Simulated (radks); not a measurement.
**Nuclear size and the levels of P²⁺**

Aim: how the total energy, the levels and the density at the nucleus of P²⁺ respond when the nuclear radius is scaled.

The numbers are computed with radks (a radial shooting solver on a logarithmic mesh, Libxc functionals) version 1 (Dirac Kohn-Sham, PBE, spin-unpolarised, spherical densities, finite nucleus; open shells fill j = l - 1/2 first), except any that are marked as measured or tabulated.

### Step 1. What is computed

```
element            : phosphorus (Z = 15)
charge             : +2
electrons          : 13
configuration      : [Ne] 3s2 3p1
nuclear rms radius : 3.1889 fm
```

### Step 2. rms radius 3.1889 fm

The run's settings:

```text
Z 15
configuration [Ne] 3s2 3p1 4s0 3d0
relativity Dirac
functional pbe,pbe
spin unpolarised
j_filling energy
nucleus finite rms 3.1889 fm
c 137.035999084
```

### Step 3. rms radius 2.6245 fm

Settings, as their differences from step 2:

```diff
@@ -6,3 +6,3 @@
 j_filling energy
-nucleus finite rms 3.1889 fm
+nucleus finite rms 2.6245 fm
 c 137.035999084
```

### Step 4. rms radius 3.0231 fm

Settings, as their differences from step 3:

```diff
@@ -6,3 +6,3 @@
 j_filling energy
-nucleus finite rms 2.6245 fm
+nucleus finite rms 3.0231 fm
 c 137.035999084
```

### Step 5. rms radius 3.2941 fm

Settings, as their differences from step 4:

```diff
@@ -6,3 +6,3 @@
 j_filling energy
-nucleus finite rms 3.0231 fm
+nucleus finite rms 3.2941 fm
 c 137.035999084
```

### Step 6. rms radius 3.9383 fm

Settings, as their differences from step 5:

```diff
@@ -6,3 +6,3 @@
 j_filling energy
-nucleus finite rms 3.2941 fm
+nucleus finite rms 3.9383 fm
 c 137.035999084
```

What does the calculation give? Wanted: for each run, rms radius; total energy shift; density at nucleus; 1s1/2 shift; 2s1/2 shift.

As calculated:

```
rms radius (fm)  total energy shift (eV)  density at nucleus (e/bohr³)  1s1/2 shift (meV)  2s1/2 shift (meV)
         2.6245                 -0.00239                          2399             -0.997            -0.0664
         3.0231                -0.000750                          2394             -0.313            -0.0208
         3.1889                        0                          2392                  0                  0
         3.2941                 0.000496                          2390              0.207             0.0138
         3.9383                  0.00388                          2384               1.62              0.108
```

What this shows: Shifts are against the first run. Over the range the 1s1/2 level moves by 0.00261 eV and the 2s1/2 level by 0.174 meV. A larger nucleus binds the 1s electrons less and lowers the density at its centre. These are shifts of eigenvalues, not the field shifts of spectral lines.
